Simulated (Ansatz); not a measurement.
Worked example: the enthalpy of formation of NH3 (SMILES N)

NH3: 4 atoms, total charge 0, spin state singlet. As SMILES, `N`. Geometry: relaxed at PBE0-D4/def2-TZVP.

Total energies at revPBE/def2-TZVPPD (Ansatz 0.2.0); the atoms run unrestricted:

```tsv
species	state	energy (Eh)
NH3	singlet	-56.569574
N	quartet	-54.587827
H	doublet	-0.504123
```

Harmonic wavenumbers at PBE0-D4/def2-TZVP, in cm⁻¹: 1031, 1670, 1670, 3502, 3631, 3631.

Measured heats of formation of the gaseous atoms at 298.15 K, in kJ/mol: N 472.4, H 218.0. Take 1 Eh = 2625.50 kJ/mol, 1 cm⁻¹ = 0.0119627 kJ/mol, RT = 2.479 kJ/mol.

Q: What heat of formation follows?

A: 
1. Electronic atomisation energy: (-54.587827) + 3 × (-0.504123) − (-56.569574) = 0.469378 Eh = 1232.4 kJ/mol.
2. Zero-point energy: half the sum of the wavenumbers, 7567.5 cm⁻¹ = 90.5 kJ/mol.
3. Thermal vibrational enthalpy, Σ hcν̃/(exp(hcν̃/kT) − 1): 0.1 kJ/mol. Translation, rotation and pV of a non-linear molecule: 4 RT = 9.9 kJ/mol.
4. The 4 free atoms carry 5/2 RT each: 24.8 kJ/mol.
5. Atomisation enthalpy at 298 K: 1232.4 − 90.5 − 0.1 − 9.9 + 24.8 = 1156.7 kJ/mol.
6. Sum of the atoms' heats of formation: 1126.4 kJ/mol. Heat of formation: 1126.4 − 1156.7 = -30.3 kJ/mol.

The tabulated value is -45.6 kJ/mol (Active Thermochemical Tables), so this level is off by +15.3 kJ/mol, or 1.3 % of the atomisation enthalpy that the table implies (1172.0 kJ/mol). Anharmonicity and any spin-orbit splitting of the molecule are left out.
